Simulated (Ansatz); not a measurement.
A nudged elastic band was laid between two geometries of BFH₃Si (6 atoms, charge 0, multiplicity 2).

The calculation used UKS LDA/def2-SVP in Ansatz.

```yaml
movable_images: 5
climbing_image: yes
spring: 5.0 eV/Å²
optimiser: quadratic models (default)
start_path: through a guess of the saddle point
force_threshold: 0.03 eV/Å
iteration_limit: 60
end_points: relaxed
```

Image 0:

```xyz
6
Properties=species:S:1:pos:R:3
F -0.508 -2.335 0.610
B 0.259 -1.290 0.635
Si 0.043 0.534 -0.180
H -1.197 0.856 -0.988
H 1.260 0.733 -1.048
H 0.143 1.503 0.971
```

Image 6:

```xyz
6
Properties=species:S:1:pos:R:3
F -0.042 -2.062 -0.059
B 0.545 -0.882 0.059
Si -0.481 0.782 -0.055
H -1.964 0.890 -0.274
H 1.755 -0.845 0.244
H 0.187 2.118 0.085
```

(1) Which bonds break or form, and what moves?

(2) What energy profile does the band end with?

(3) What is the geometry of the highest image?

(4) What are the harmonic wavenumbers there?

Answers

(1) Bonds broken: Si3–H5. Bonds formed: B2–H5.

(2) The forces met the threshold. The highest image is number 3 of 0 to 6, 0.42 eV above the first end and 1.28 eV above the last; the last end lies 0.86 eV below the first. A vibrational analysis at the climbing image gives one clearly imaginary mode, 499i cm⁻¹: a first-order saddle point.

```json
{"image": "0", "path coordinate (Å)": "0.00", "energy (eV)": "0.00", "Si3–H5 (Å)": "1.51", "B2–H5 (Å)": "2.82"}
{"image": "1", "path coordinate (Å)": "0.59", "energy (eV)": "0.04", "Si3–H5 (Å)": "1.51", "B2–H5 (Å)": "2.62"}
{"image": "2", "path coordinate (Å)": "1.18", "energy (eV)": "0.25", "Si3–H5 (Å)": "1.54", "B2–H5 (Å)": "2.09"}
{"image": "3", "path coordinate (Å)": "1.77", "energy (eV)": "0.42", "Si3–H5 (Å)": "1.71", "B2–H5 (Å)": "1.44"}
{"image": "4", "path coordinate (Å)": "2.51", "energy (eV)": "-0.35", "Si3–H5 (Å)": "2.46", "B2–H5 (Å)": "1.23"}
{"image": "5", "path coordinate (Å)": "3.25", "energy (eV)": "-0.71", "Si3–H5 (Å)": "2.70", "B2–H5 (Å)": "1.22"}
{"image": "6", "path coordinate (Å)": "3.99", "energy (eV)": "-0.86", "Si3–H5 (Å)": "2.78", "B2–H5 (Å)": "1.22"}
```

(3) 
```xyz
6
Properties=species:S:1:pos:R:3:forces:R:3
F 0.116 -2.302 0.233 -0.01 0.01 0.00
B 0.288 -1.034 0.539 0.01 -0.01 0.00
Si -0.415 0.642 0.070 0.03 -0.02 0.01
H -1.338 1.122 -1.040 -0.02 0.01 -0.02
H 0.975 -0.215 -0.431 -0.01 0.01 0.00
H 0.375 1.787 0.628 0.00 0.01 0.00
```

(4) 499i, 237, 403, 458, 531, 644, 884, 1050, 1383, 1675, 2043, 2201 cm⁻¹.

Time of the run: 94 s on 1 thread of AMD EPYC (Zen 3), on a shared host, peak memory 0.13 GiB.
